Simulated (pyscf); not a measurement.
HO–SiH(OH)–F + H atom (H•) → HO–SiH(OH)–F + H atom (H•) (substitution at O; doublet surface; H–O broken, H–O formed). PySCF, gas phase, ωB97X-D3(BJ)/def2-SVP geometries. Energies in kJ/mol from the separated reactants.

```csv
level,barrier,reaction energy
ωB97X-D3(BJ)/def2-TZVP,156.8,0.0
PBE/def2-TZVP,103.4,0.0
B3LYP-D3(BJ)/def2-TZVP,119.7,0.0
M06-2X/def2-TZVP,[?],0.0
ωB97M-D3(BJ)/def2-TZVP,142.0,0.0
HF/def2-TZVP,[?],0.0
```

Problem. Fill in the missing entries.

Solution. 
- M06-2X/def2-TZVP, barrier: 143.8
- HF/def2-TZVP, barrier: 238.0

The functionals in the table span 53.4 kJ/mol in this barrier, from PBE to ωB97X-D3(BJ). Another saddle between the same species, by other bonds, lies lower (57.9 kJ/mol against 142.0 kJ/mol at ωB97M-D3(BJ)). The angle at the attacked O is 138°.
